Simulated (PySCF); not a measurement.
Species: C₄H₉N.
Numbering: `[H]/[N:5]=[CH:4]\[CH2:3][CH2:2][CH3:1]` (hydrogens: H6, H7, H8 on C1; H9, H10 on C2; H11, H12 on C3; H13 on C4; H14 on N5)

Structure used (PBE0-D3(BJ)/def2-SVP), in Å, numbered top down from 1:
```
atom  x, y, z in Å
C1    -1.5150    0.6609    0.4298
C2    -0.9399   -0.5847   -0.2263
C3     0.5209   -0.4253   -0.6511
C4     1.4459   -0.2246    0.5149
N5     2.2672    0.7186    0.7179
H6    -2.5622    0.5097    0.7315
H7    -0.9448    0.9429    1.3289
H8    -1.4873    1.5214   -0.2580
H9    -1.5398   -0.8549   -1.1104
H10   -1.0216   -1.4424    0.4641
H11    0.6292    0.4189   -1.3543
H12    0.8434   -1.3347   -1.1891
H13    1.3868   -1.0102    1.2921
H14    2.2304    1.3860   -0.0629
```

Linear response at CAM-B3LYP/def2-SVPD (PySCF, frozen core in the response, non-relativistic).

Static isotropic polarisability: 57.63 au (8.54 Å³), principal values 52.2, 54.2, 66.5 au.

What is the polarisability at 1064 nm and at the sodium D line?

58.05 au at 1064 nm (+0.7 %), 59.02 au at 589.3 nm (+2.4 %). The rise at 589.3 nm is 3.35 times that at 1064 nm; a pure ω² law gives 3.26. The lowest singlet lies at 231 nm, shorter than both wavelengths.

What is the isotropic C6 coefficient between two such molecules, C6 = (3/π)∫α(iω)² dω?

1449 au (Eh·bohr⁶) by a ten-point quadrature over imaginary frequencies, which is 866 eV·Å⁶ or 83.6 J·nm⁶/mol.

Which effective excitation energy ω̄ makes London's formula C6 = (3/4)α²ω̄ exact here?

ω̄ = 4·C6/(3α²) = 0.582 Eh = 15.8 eV. A one-pole form α(ω) = α/(1 − ω²/ω̄²) fitted to the 1064 nm value gives 13.8 eV.

How many electrons N does the Slater–Kirkwood formula C6 = (3/4)·√N·α^(3/2) need to give this C6?

N = (4·C6/3)²/α³ = 19.5; the species has 40 electrons in all.

The lowest 6 singlets have (eV, f): 5.37, 0.002; 7.46, 0.025; 7.93, 0.034; 8.20, 0.265; 8.46, 0.024; 8.55, 0.001. What share of the static polarisability do they carry in the sum over states α = Σ f/ω²?

3.96 au, 6.9 % of α; the largest term, 2.91 au, is that of the state at 8.20 eV. Their oscillator strengths add up to 0.35. Higher states carry the rest.

What molar refraction at the D line follows from R = (4π/3)·N_A·α′, with α′ the polarisability volume?

α′ = 8.75 Å³ gives R = 22.06 cm³/mol, for isolated, non-vibrating species.

What does −C6/R⁶ come to at R = 12 Å between centres?

-28 J/mol. This is the leading, orientation-averaged term; C8 and higher terms are left out.

One conformer stands for the species.
